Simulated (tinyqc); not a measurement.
Inside a calculation. Method: MP2 on RHF in the sto-6g basis, frozen core, for H3O+, spin multiplicity 1. One step of it, computed by the program tinyqc.

Question. Iteration 8 (converged): orbitals. Diagonalise F' = X^T F X, C = X C', fill 5 alpha and 5 beta electrons from the bottom; D = 2 C_occ C_occ^T. Each column has its largest component positive (the first on a tie).

converged F (hartree), lower triangle:
```
             1O 1s      1O 2s     1O 2px     1O 2py     1O 2pz      2H 1s      3H 1s      4H 1s
1O 1s   -21.028726
1O 2s    -5.081900  -2.758455
1O 2px    0.000013   0.000130  -0.764785
1O 2py    0.000000   0.000000   0.000000  -0.765000
1O 2pz    0.004357   0.015831  -0.000011   0.000000  -0.830862
2H 1s    -0.833808  -0.917481  -0.563676   0.000000   0.044076  -0.684118
3H 1s    -0.835193  -0.918560   0.281976  -0.488517   0.044128  -0.227151  -0.684764
4H 1s    -0.835193  -0.918560   0.281976   0.488517   0.044128  -0.227151  -0.227373  -0.684764
```

X, lower triangle:
```
            1O 1s      1O 2s     1O 2px     1O 2py    1O 2pz      2H 1s      3H 1s     4H 1s
1O 1s    1.022908
1O 2s   -0.137374   1.202846
1O 2px   0.000009  -0.000122   1.079853
1O 2py   0.000000   0.000000   0.000000   1.079996
1O 2pz   0.000967  -0.009940   0.000008   0.000000  1.000543
2H 1s    0.016295  -0.205744  -0.208346   0.000000  0.011274   1.120034
3H 1s    0.016312  -0.206089   0.104261  -0.180671  0.011298  -0.042493   1.120320
4H 1s    0.016312  -0.206089   0.104261   0.180671  0.011298  -0.042493  -0.042528  1.120320
```

Give: F' = X^T F X; orbital energies; coefficients C; D after iteration 8.

Answer.

F' = X^T F X (hartree), lower triangle:
```
         1       2       3       4       5       6       7       8
1  -20.699
2   -2.525  -1.630
3    0.000   0.000  -0.541
4    0.000   0.000   0.000  -0.541
5    0.007  -0.008   0.000   0.000  -0.829
6   -0.110  -0.403  -0.462   0.000   0.030  -0.303
7   -0.111  -0.404   0.231  -0.400   0.030  -0.045  -0.303
8   -0.111  -0.404   0.231   0.400   0.030  -0.045  -0.045  -0.303
```

orbital energies (hartree): MO1 -21.032, MO2 -1.655, MO3 -0.983, MO4 -0.982, MO5 -0.832, MO6 -0.033, MO7 0.183, MO8 0.184

coefficients C:
```
           MO1     MO2     MO3     MO4     MO5     MO6     MO7     MO8
1O 1s    0.997  -0.231   0.000   0.000  -0.012  -0.138   0.000   0.000
1O 2s    0.015   0.903   0.000   0.000   0.064   0.879   0.002   0.000
1O 2px   0.000   0.000   0.000   0.694   0.000   0.001  -0.866   0.000
1O 2py   0.000   0.000   0.694   0.000   0.000   0.000   0.000   0.866
1O 2pz   0.000  -0.020   0.000   0.000   0.997  -0.085   0.000   0.000
2H 1s   -0.002   0.097   0.000   0.420  -0.026  -0.625   0.876   0.000
3H 1s   -0.002   0.097   0.364  -0.210  -0.026  -0.624  -0.439  -0.759
4H 1s   -0.002   0.097  -0.364  -0.210  -0.026  -0.624  -0.439   0.759
```

D after iteration 8, lower triangle:
```
         1O 1s  1O 2s  1O 2px  1O 2py  1O 2pz   2H 1s   3H 1s  4H 1s
1O 1s    2.094
1O 2s   -0.389  1.639
1O 2px   0.000  0.000   0.964
1O 2py   0.000  0.000   0.000   0.963
1O 2pz  -0.016  0.092   0.000   0.000   1.989
2H 1s   -0.049  0.172   0.583   0.000  -0.056   0.373
3H 1s   -0.049  0.172  -0.291   0.505  -0.056  -0.156   0.373
4H 1s   -0.049  0.172  -0.291  -0.505  -0.056  -0.156  -0.156  0.373
```
